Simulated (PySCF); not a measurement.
**AlH⁺: energy against distance**

Set-up: PySCF, no relativity, basis sets Al def2-TZVP, H def2-TZVP. Energies in eV from Al⁺ + H in their ground configurations at the same level. State: ²Σ⁺ (doublet), unpaired electrons σ ↑.

All columns are PBE0. A positive dipole points towards H; it is taken about the centre of mass and depends on that origin.

| R (Å) | E (eV) | μ (D) | Mulliken charge on Al (basis-dependent) | HOMO (eV) | LUMO (eV) | Mayer bond order | ⟨S²⟩ |
| --- | --- | --- | --- | --- | --- | --- | --- |
| 1.396 | -0.591 | -0.42 | 0.89 | -14.07 | -10.27 | 0.90 | 0.75 |
| 1.461 | -0.790 | -0.41 | 0.89 | -14.08 | -10.31 | 0.89 | 0.76 |
| 1.526 | -0.902 | -0.39 | 0.89 | -14.09 | -10.35 | 0.88 | 0.76 |
| 1.574 | -0.942 | -0.37 | 0.88 | -14.10 | -10.37 | 0.87 | 0.76 |
| 1.623 | -0.952 | -0.35 | 0.88 | -14.11 | -10.38 | 0.85 | 0.76 |
| 1.672 | -0.940 | -0.31 | 0.87 | -14.11 | -10.39 | 0.83 | 0.76 |
| 1.737 | -0.897 | -0.25 | 0.86 | -14.12 | -10.39 | 0.80 | 0.76 |
| 1.818 | -0.815 | -0.16 | 0.85 | -14.14 | -10.37 | 0.75 | 0.77 |
| 1.915 | -0.699 | -0.03 | 0.84 | -14.17 | -10.31 | 0.69 | 0.77 |
| 2.045 | -0.544 | 0.16 | 0.83 | -14.21 | -10.15 | 0.58 | 0.78 |

A fit through these points gives, at Re = 1.619 Å, μ = -0.35 D and dμ/dR = 0.619 D/Å; the reduced mass is 0.9715 u.

Q: How strong is the fundamental in the double-harmonic approximation, I = 42.26·(dμ/dR)²/μred km/mol?

A: I = 42.26·(0.619)²/0.9715 = 16.7 km/mol at PBE0.

For an ion De counts to the pair picked by the measured ionisation energies or electron affinities, which need not be the lowest pair at this level. The state was picked by a PBE0 search and need not be the measured ground state.
